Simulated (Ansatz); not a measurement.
## SbBr: from a trial structure to a relaxed crystal

The calculation used Ansatz 0.2.0, DFT PBE, scalar-relativistic, plane waves, PAW. Cutoff 420 eV, Γ-centred k mesh, Gaussian smearing, no spin polarisation in the final step.

The start puts SbBr on the CuAu (L1_0) structure type (P4/mmm, No. 123), with Sb in place of Cu, Br in place of Au, at a guessed volume.

```yaml
crystal:
  lattice:
    - [3.58121, 0.00000, 0.00000]
    - [0.00000, 3.58121, 0.00000]
    - [0.00000, 0.00000, 4.69394]
  atoms:
    - { symbol: Sb, position: [0.50000, 0.50000, 0.50000] }
    - { symbol: Br, position: [0.00000, 0.00000, 0.00000] }
```

Cell and atoms relax at zero pressure; the relaxation can't lower the symmetry of the start.

The zero of energy is the elements' standard structures at the same level; no fitted shifts are applied.

Question: What does it relax into?

Answer: It keeps P4/mmm (No. 123). The result has the CuAu (L1_0) structure. Conventional cell: a = 3.352 Å, c = 4.787 Å. Sb is coordinated by 4 Sb at 3.35 Å and 8 Br at 3.37 Å; Br has 4 Br at 3.35 Å and 8 Sb at 3.37 Å.

```
Sb Br
1.0
     3.35155    0.00000    0.00000
     0.00000    3.35155    0.00000
     0.00000    0.00000    4.78684
Sb Br
1 1
Direct
  0.50000 0.50000 0.50000
  0.00000 0.00000 0.00000
```

Question: What are its volume, energy, density and gap?

Answer: The volume per atom is 26.88 Å³. The density is 6.23 g/cm³ and the energy over the elements is 0.19 eV/atom. The gap on the 16×16×12 mesh is 0 eV (a metal).

The final run used a 16×16×12 mesh on its 2-atom cell and 0.10 eV smearing. The k mesh leaves about 4 meV/atom of noise in metals. Spin–orbit coupling is left out. A structure relaxed within its symmetry needn't be a true minimum.

Cost: 3 runs of about 1.7 core-minutes in all, on Intel Xeon Platinum 8488C (Sapphire Rapids) (shared hosts).